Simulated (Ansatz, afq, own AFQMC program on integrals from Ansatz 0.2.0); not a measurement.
**H2 + CH2, triplet: a scan with AFQMC**

```yaml
atoms:
  - { symbol: H, position_ang: [-1.9595, 0.0000, 0.0000] }
  - { symbol: H, position_ang: [-1.2145, 0.0000, 0.0000] }
  - { symbol: C, position_ang: [0.1685, 0.0000, 0.0000] }
  - { symbol: H, position_ang: [0.5830, 0.0000, 0.9962] }
  - { symbol: H, position_ang: [0.5830, 0.0000, -0.9962] }
```

A hydrogen atom is moved from one rigid fragment to the other; the H1–H2 distance tells how far. The two fragments are held close together, so this isn't a minimum-energy path and the start is a compressed complex. Energies in eV count from this geometry (0.745 Å) at the same level; the start stands on UHF, each point on the determinant named.

Basis cc-pVTZ. Only valence electrons are correlated. AFQMC by an in-house program on the Cholesky factors that Ansatz 0.2.0 writes for its CCSD(T) run. The CISD trial takes its coefficients from CCSD amplitudes. Released means that phaseless walkers are propagated on without the constraint, phases kept. Error bars are statistical, one sigma.

Cautions, each for one point or more: lower spins were not checked; the ph-AFQMC/CISD walk drifts between its halves.

| r(H1–H2) / Å | det. | T1 | weight | ⟨S²⟩ | CCSD(T) | ph-AFQMC/CISD | released AFQMC | CCSDT(Q) | CCSD | B3LYP |
| --- | --- | --- | --- | --- | --- | --- | --- | --- | --- | --- |
| 0.829 | UHF | 0.015 | 0.92 | 2.04 | -0.107 | -0.108 ± 0.004 | -0.105 ± 0.004 | -0.108 | -0.100 | -0.131 |
| 0.871 | UHF | 0.015 | 0.92 | 2.04 | -0.147 | -0.144 ± 0.005 | -0.141 ± 0.003 | -0.147 | -0.137 | -0.174 |
| 0.912 | UHF | 0.014 | 0.93 | 2.04 | -0.183 | -0.181 ± 0.004 | -0.179 ± 0.003 | -0.183 | -0.171 | -0.208 |
| 0.954 | UHF | 0.013 | 0.93 | 2.04 | -0.216 | -0.213 ± 0.005 | -0.210 ± 0.004* | -0.215 | -0.203 | -0.232 |
| 1.038 | UHF | 0.012 | 0.93 | 2.03 | -0.230 | -0.226 ± 0.004 | – | -0.229 | -0.220 | -0.220 |

Weight is that of the determinant in the CISD state; at the start T1 is 0.015 and the weight 0.93, and ⟨S²⟩ is 2.03. An asterisk marks released energies that aren't shown to be converged. A dash marks a missing value, a released energy that hasn't settled or a functional that sits on another state. Largest departures from CCSDT(Q), at the points where its series has closed: CCSD(T) -0.002 eV at 1.038 (on UHF), ph-AFQMC/CISD 0.003 eV at 1.038 (on UHF) (within the noise), released AFQMC 0.007 eV at 0.871 (on UHF), CCSD 0.012 eV at 0.912 (on UHF), B3LYP -0.027 eV at 0.871. Functionals count only at points shown to share the start's state and spin.

Some points may be missing: those where a free walk finds a much lower state, and past Zn most of those on another determinant than at the start.

CCSDT and higher add their correlation energy to the determinant of the CCSD(T) run, since their own runs factorise the integrals more tightly (a shift of under 2 meV). A walk keeps the symmetry of its determinant, which the program's search chose and which needn't be the lowest solution, so a lower state of the same spin and another symmetry isn't excluded.
